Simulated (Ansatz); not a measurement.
**Worked example: correlation energy of PH2⁺, quintet**

Geometry: that of the PH2⁺, triplet, kept fixed. The triplet lies 9.0 eV lower here.

| atom | x (Å) | y (Å) | z (Å) |
| --- | --- | --- | --- |
| P | 0.0000 | -0.0418 | 0.0000 |
| H | 0.0000 | 0.6425 | -1.2397 |
| H | 0.0000 | 0.6425 | 1.2397 |

Basis cc-pVTZ; Ansatz 0.2.0. Only valence electrons are correlated (noble-gas cores frozen), which leaves 6 electrons in 57 orbitals. R marks a restricted (for open shells ROHF) determinant, U an unrestricted one.

Full CI isn't at hand for all of this; UCCSDT(Q) serves as the reference, and is uncertain by about the last step of the cluster series.

Runs differ by some tens of microhartree through their thresholds and, for an open shell, their frozen cores, so steps under 0.03 kcal/mol mean nothing.

```tsv
level	total energy (hartree)
UHF	-341.225758
UMP2	-341.315025
UCCSD	-341.336167
UCCSD(T)	-341.340325
UCCSDT	-341.341209
UCCSDT(Q)	-341.341378
```

Task: What is the correlation energy at UCCSDT(Q), and what share of it do UMP2 and UCCSD(T) recover?

Result: E(corr) = -341.341378 − (-341.225758) = -0.115620 hartree = -3.146 eV. UMP2: -0.089267 / -0.115620 = 77.21 %. UCCSD(T): -0.114567 / -0.115620 = 99.09 %.

Task: By how many kcal/mol does UCCSD(T) miss UCCSDT(Q) (1 hartree = 627.509 kcal/mol), and which steps make up the rest?

Result: -341.340325 − (-341.341378) = 0.001053 hartree = 0.66 kcal/mol. Steps: UCCSDT − UCCSD(T) = -0.55, UCCSDT(Q) − UCCSDT = -0.11 kcal/mol. That is within 1 kcal/mol of the reference in this basis, which itself misses far more of the correlation at the basis-set limit.
